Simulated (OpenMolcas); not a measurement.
**One shape, several levels: BH2Cl (SMILES [H]B([H])Cl)**

Aim: a comparison of 6 runs (HF/3-21G, HF/def2-SVP, B3LYP/6-31G*, SVWN5/pcseg-1, CPF/6-31G*, SOS-MP2/6-31G**) of BH2Cl. 

The calculation is run with OpenMolcas 26.06.

14 further runs of the same task are left out: 4 for a known fault of the program, 1 that didn't finish, 9 set aside as unsound or not needed.

## Step 1: The system as given

BH2Cl has 4 atoms, charge 0, and is taken as a singlet. As SMILES, `[H]B([H])Cl`. The shape is that of a GFN2-xTB optimisation.

Bond lengths: B1–Cl4 1.673 Å, B1–H2 1.172 Å, B1–H3 1.172 Å. Angles: H2–B1–Cl4 119.1°, H3–B1–Cl4 119.0°, H2–B1–H3 121.9°.

## Step 2: Energy and forces at HF/3-21G (run 1)

Contents of mol.xyz:

```xyz
4

B      0.069310     0.114420    -0.000410
H      1.240090     0.070720     0.015540
H     -0.512130     1.131590    -0.018950
Cl    -0.797280    -1.316740     0.003830
```

Contents of job.inp:

```
* BClH2 Hartree-Fock
&GATEWAY
BASLIB = $CurrDir
COORD = mol.xyz
BASIS = 3-21G
GROUP = NoSym
&SEWARD
&SCF
THRESHOLDS = 1e-10 1e-07 1e-07 1e-05
PRORBITALS = 1 1
&ALASKA
```

The basis set 3-21G is read from a file made from the Basis Set Exchange's data (not shown).

Run with:

```bash
$ export MOLCAS_MEM=1860
$ pymolcas job.inp > job.log
```

Standard output:

```text
--- Start Module: gateway ---
[...]
--- Stop Module: gateway /rc=_RC_ALL_IS_WELL_ ---
[...]
      Basis functions           26
[...]
--- Start Module: scf ---
[...]
       Convergence after  11 Iterations
[...]
::    Total SCF energy                               -483.0038020413
[...]
      Total spin, S                                     0.0000000000
[...]
      Total electronic charge=   24.000000
      Total            charge=   -0.000000
[...]
      Dipole Moment (debye):
      Origin of the operator (angstrom)=   -0.5497   -0.9079    0.0026
                   X=  6.9417E-01               Y=  1.1462E+00               Z= -3.6210E-03           Total=  1.3400E+00
      Quadrupole Moment (debye*angstrom):
[...]
--- Stop Module: scf /rc=_RC_ALL_IS_WELL_ ---
--- Start Module: alaska ---
[...]
 *              Molecular gradients               *
 **************************************************
  Irreducible representation: a
 ------------------------------------------------------------------------------------------
                              X                       Y                       Z
 ------------------------------------------------------------------------------------------
  B1               -3.09786855869523E-02   -5.12299179700202E-02    1.27559101743308E-04
  H2               -4.38984413922849E-03   -5.55012301287655E-04   -4.23655466645356E-05
  H3                1.52199796384789E-03   -4.11620449725492E-03    7.38077839718618E-05
  CL4               3.38465317623351E-02    5.59011347685594E-02   -1.59001339050661E-04
 ------------------------------------------------------------------------------------------
--- Stop Module: alaska /rc=_RC_ALL_IS_WELL_ ---
[...]
```

Wall time 1.5 s (1 thread of Arm Neoverse V2, shared host); peak memory 0.37 GiB.

## Step 3: Energy and gradient at HF/def2-SVP (run 2)

Contents of run.inp:

```
* BClH2 Hartree-Fock

&GATEWAY
 BASLIB=$CurrDir
 COORD
 4
 bohr
 B      0.13097692     0.21622246    -0.00077479
 H      2.34343047     0.13364143     0.02936634
 H     -0.96778544     2.13839519    -0.03581031
 Cl    -1.50664084    -2.48827798     0.00723765
 BASIS=def2-SVP
 GROUP=NoSym

&SEWARD

&SCF
 THRESHOLDS=1e-10 1e-07 1e-07 1e-05
 PRORBITALS=1 1

&ALASKA
```

The basis set def2-SVP is read from a file made from the Basis Set Exchange's data (not shown).

Run with:

```bash
$ export MOLCAS_MEM=1860
$ pymolcas run.inp > run.log
```

Standard output:

```text
--- Start Module: gateway ---
[...]
--- Stop Module: gateway /rc=_RC_ALL_IS_WELL_ ---
[...]
      Basis functions           42
[...]
--- Start Module: scf ---
[...]
       Convergence after  11 Iterations
[...]
::    Total SCF energy                               -485.2012724223
[...]
      Total spin, S                                     0.0000000000
[...]
      Total electronic charge=   24.000000
      Total            charge=   -0.000000
[...]
      Dipole Moment (debye):
      Origin of the operator (angstrom)=   -0.5497   -0.9079    0.0026
                   X=  2.6347E-01               Y=  4.3489E-01               Z= -1.5239E-03           Total=  5.0847E-01
      Quadrupole Moment (debye*angstrom):
[...]
--- Stop Module: scf /rc=_RC_ALL_IS_WELL_ ---
--- Start Module: alaska ---
[...]
 *              Molecular gradients               *
 **************************************************
  Irreducible representation: a
 ------------------------------------------------------------------------------------------
                              X                       Y                       Z
 ------------------------------------------------------------------------------------------
  B1               -1.82345982756198E-02   -3.01851319687252E-02    6.67072154713552E-05
  H2               -1.19719631485671E-02   -1.15429089539099E-04   -1.47194646400034E-04
  H3                5.42531682043856E-03   -1.06294150167590E-02    1.95042889753694E-04
  CL4               2.47812446037505E-02    4.09299760749864E-02   -1.14555458824935E-04
 ------------------------------------------------------------------------------------------
--- Stop Module: alaska /rc=_RC_ALL_IS_WELL_ ---
[...]
```

It took 1.8 s on 1 thread of Arm Neoverse V2, shared host; peak memory 0.38 GiB.

Runs 3 to 5 aren't shown in full; the table further down has their settings and results.

## Step 4: The energy at SOS-MP2/6-31G(d,p) (RICD fitting, Cartesian functions) (run 6)

Contents of job.inp:

```
* BClH2 SOS-MP2
&GATEWAY
Coord
4
bohr
B      0.13097692     0.21622246    -0.00077479
H      2.34343047     0.13364143     0.02936634
H     -0.96778544     2.13839519    -0.03581031
Cl    -1.50664084    -2.48827798     0.00723765
Basis = 6-31G**
Group = NoSym
RICD
aCD
&SEWARD
&SCF
PrOrbitals = 0
&MBPT2
SOSMP2
Frozen = 6
```

Run with:

```bash
$ export MOLCAS_MEM=1860
$ pymolcas job.inp > job.log
```

Standard output:

```text
--- Start Module: gateway ---
[...]
--- Stop Module: gateway /rc=_RC_ALL_IS_WELL_ ---
[...]
      Basis functions           44
[...]
--- Start Module: scf ---
[...]
       Convergence after  10 Iterations
[...]
::    Total SCF energy                               -485.3492003040
[...]
      Total spin, S                                     0.0000000000
[...]
      Total electronic charge=   24.000000
      Total            charge=   -0.000000
[...]
      Dipole Moment (debye):
      Origin of the operator (angstrom)=   -0.5497   -0.9079    0.0026
                   X=  4.2429E-01               Y=  7.0050E-01               Z= -2.2955E-03           Total=  8.1898E-01
      Quadrupole Moment (debye*angstrom):
[...]
--- Stop Module: scf /rc=_RC_ALL_IS_WELL_ ---
--- Start Module: mbpt2 ---
[...]
WARNING!
Default frozen orbitals as non valence orbitals is overwritten by user input.
Default values:   6
[...]
::    Total MBPT2 energy                             -485.5658925808
[...]
--- Stop Module: mbpt2 /rc=_RC_ALL_IS_WELL_ ---
[...]
```

It took 1.5 s on 1 thread of Arm Neoverse V2, shared host; peak memory 0.19 GiB.

## Step 5: All runs side by side

```
run                                                level  integration grid  Cartesian functions  energy (Eh)  dipole moment (D) of the reference  HOMO energy (eV)  LUMO energy (eV)  wall time
  1                                             HF/3-21G                 –                   no  -483.003802                                1.34            -12.00              2.03      1.5 s
  2                                          HF/def2-SVP                 –                   no  -485.201272                                0.51            -11.79              2.26      1.8 s
  3                   B3LYP/6-31G* (spherical functions)         UltraFine                   no  -486.262449                                0.41             -8.23             -1.59      6.3 s
  4                                        SVWN5/pcseg-1         UltraFine                   no  -484.447605                                0.30             -7.27             -2.96      4.8 s
  5                     CPF/6-31G* (Cartesian functions)                 –                  yes  -485.580317                                0.81            -11.86              2.46      1.8 s
  6  SOS-MP2/6-31G** (RICD fitting, Cartesian functions)                 –                  yes  -485.565893                                0.82            -11.85              2.46      1.5 s
```

## Step 6: What came out

```
                                          quantity          value
                               run 6: total energy  -485.56589 Eh
         run 6: dipole moment (mean-field density)         0.82 D
        run 6: HOMO energy (Hartree–Fock orbitals)      -11.85 eV
        run 6: LUMO energy (Hartree–Fock orbitals)        2.46 eV
      run 6: HOMO–LUMO gap (Hartree–Fock orbitals)       14.32 eV
run 6: correlation energy (6 core orbitals frozen)     -216.7 mEh
```

What this shows: Over runs 1, 2, 3, 4 the dipole moment (its size) runs from 0.30 D (SVWN5/pcseg-1) to 1.34 D (HF/3-21G). The two ends differ in method and basis. Over runs 1, 2, 3, 4 the HOMO–LUMO gap runs from 4.31 eV (SVWN5/pcseg-1) to 14.06 eV (HF/def2-SVP). Totals of different functionals can't be ranked against each other. All runs together took 18 s, the longest 6.3 s.
